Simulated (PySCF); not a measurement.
Compound: C2HNS.
Bonds: N1–C2 (triple), C2–C3, C3–S4 (double). Hydrogens: H5 on C3.

The same species was optimised twice, with GFN2-xTB and with PBE0-D3(BJ)/def2-SVP (PySCF), and the same property calculations (PySCF, gas phase) were run on both structures.

```tsv
coordinate	GFN2-xTB	PBE0-D3(BJ)/def2-SVP	change
C2–C3 (Å)	1.402	1.429	+0.027
C3–H5 (Å)	1.087	1.102	+0.015
N1≡C2 (Å)	1.148	1.161	+0.013
C3=S4 (Å)	1.624	1.616	-0.008
C2–C3–H5 (°)	116.4	114.5	-1.9
C2–C3–S4 (°)	122.4	123.4	+1.0
S4–C3–H5 (°)	121.2	122.1	+0.9
N1–C2–C3 (°)	179.1	179.8	+0.7
```

Rotational constants: A = 41096, B = 3295, C = 3050 MHz (GFN2-xTB) against A = 42535, B = 3201, C = 2977 MHz (PBE0-D3(BJ)/def2-SVP). Point groups within 0.08 Å: Cs and Cs.

On the GFN2-xTB structure: lowest singlet, TDDFT (eV) 1.90 [CAM-B3LYP/def2-SVPD]; lowest triplet, Tamm–Dancoff (eV) 1.35 [CAM-B3LYP/def2-SVPD]; isotropic polarisability (au) 49.5 [CAM-B3LYP/def2-SVPD]; HOMO (eV) -9.10 [CAM-B3LYP/def2-SVPD]; LUMO (eV) -2.92 [CAM-B3LYP/def2-SVPD]; dipole (D) 2.64 [CAM-B3LYP/def2-SVPD]; HOMO (eV) -7.72 [PBE0/pcSseg-1]; LUMO (eV) -4.02 [PBE0/pcSseg-1]; dipole (D) 2.52 [PBE0/pcSseg-1]; GIAO shielding of N1 (ppm) -66.4 [PBE0/pcSseg-1]; GIAO shielding of C2 (ppm) 66.2 [PBE0/pcSseg-1]; GIAO shielding of C3 (ppm) -45.5 [PBE0/pcSseg-1]; GIAO shielding of S4 (ppm) -1151.2 [PBE0/pcSseg-1].

Q: What do these properties become on the PBE0-D3(BJ)/def2-SVP structure?

A: 
```csv
property,level,on GFN2-xTB,on PBE0-D3(BJ)/def2-SVP,change
"lowest singlet, TDDFT (eV)",CAM-B3LYP/def2-SVPD,1.90,1.94,+0.04
"lowest triplet, Tamm–Dancoff (eV)",CAM-B3LYP/def2-SVPD,1.35,1.40,+0.05
isotropic polarisability (au),CAM-B3LYP/def2-SVPD,49.5,49.8,+0.3
HOMO (eV),CAM-B3LYP/def2-SVPD,-9.10,-9.12,-0.02
LUMO (eV),CAM-B3LYP/def2-SVPD,-2.92,-2.89,+0.03
dipole (D),CAM-B3LYP/def2-SVPD,2.64,2.66,+0.02
"energy, GFN2-xTB geometry as zero (kcal/mol)",CAM-B3LYP/def2-SVPD,0.0,-0.6,-0.6
HOMO (eV),PBE0/pcSseg-1,-7.72,-7.74,-0.02
LUMO (eV),PBE0/pcSseg-1,-4.02,-3.99,+0.03
dipole (D),PBE0/pcSseg-1,2.52,2.53,+0.01
"energy, GFN2-xTB geometry as zero (kcal/mol)",PBE0/pcSseg-1,0.0,-0.4,-0.4
GIAO shielding of N1 (ppm),PBE0/pcSseg-1,-66.4,-64.9,+1.5
GIAO shielding of C2 (ppm),PBE0/pcSseg-1,66.2,63.9,-2.3
GIAO shielding of C3 (ppm),PBE0/pcSseg-1,-45.5,-41.1,+4.4
GIAO shielding of S4 (ppm),PBE0/pcSseg-1,-1151.2,-1081.6,+69.6
```

The heavy atoms differ by 0.025 Å rms after alignment. Among all bonds C2–C3 changes most (+0.027 Å). Changes are differences of the printed values. Neither structure is proved a minimum here.
